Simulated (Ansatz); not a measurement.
Reactions of `O=C=C(O)O`.

Isolated molecules relaxed with PBE0-D4/def2-TZVP in Ansatz; ΔE leaves out vibrations. CCSD(T)/CBS is the MP2 limit (def2-TZVPP, def2-QZVPP) plus CCSD(T) − MP2 in def2-TZVPP, frozen cores. This one scheme is used for every species, atoms too. No spin–orbit coupling; open shells (•) take unrestricted orbitals. Spin–orbit coupling would lower the free atoms: a little for C, O. One conformer a species, not always the lowest.

Problem. Order these by ΔE at CCSD(T)/CBS, lowest first. (Best estimate.)
A. `O=C=C(O)O` → 2 C• + 2 H• + 3 O•
B. `O=C=C(O)O` → `O=COC=O`
C. `O=C=C(O)O` + H–F → `O=C=C(O)F` + H₂O
D. `O=C=C(O)O` → `O=C1OCO1`
E. `O=C=C(O)O` + H₂ → `O=C=CO` + H₂O

Solution. B (-156.7 kJ/mol), D (-140.3 kJ/mol), E (-104.6 kJ/mol), C (+26.2 kJ/mol), A (+3000.3 kJ/mol).

Largest T1 diagnostic: 0.017, for `O=COC=O`.
